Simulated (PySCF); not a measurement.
`C#CC#C`, C₄H₂

Geometry:
```
atom   x (Å)   y (Å)   z (Å)
  C1   0.154   1.513   1.134
  C2   0.029   0.545   0.408
  C3  -0.111  -0.547  -0.412
  C4  -0.236  -1.514  -1.137
  H5   0.264   2.368   1.776
  H6  -0.346  -2.369  -1.779
```

Computed, not measured: GIAO B3LYP/aug-pcSseg-1 magnetisability, rotational g tensor and spin-rotation constants, non-relativistic, gas phase (PySCF 2.14.0). Geometry: PBE0-D3(BJ)/def2-SVP.

Give the nuclear spin-rotation constants along the inertial axes (H = +C I·J) beside the isotropic shieldings.

Rotational constants –, 4.3558, 4.3558 GHz. A star marks the isotopologue with that one atom substituted, in its own axes.
```csv
atom,isotope,Caa (kHz),Cbb (kHz),Ccc (kHz),mean (kHz),σ (ppm)
H5,1H,–,-0.481,-0.481,-0.481,30.1
H6,1H,–,-0.481,-0.481,-0.481,30.1
C1,13C*,–,1.441,1.441,1.441,113.3
C2,13C*,–,1.538,1.538,1.538,107.2
```
For the geometry as given, no vibrational averaging.

How do the rotational constants and the g tensor change when H5, H6 are replaced by deuterium?

Constants –, 3.7755, 3.7755 GHz; g –, 0.0040, 0.0040, against –, 0.0046, 0.0046 before.
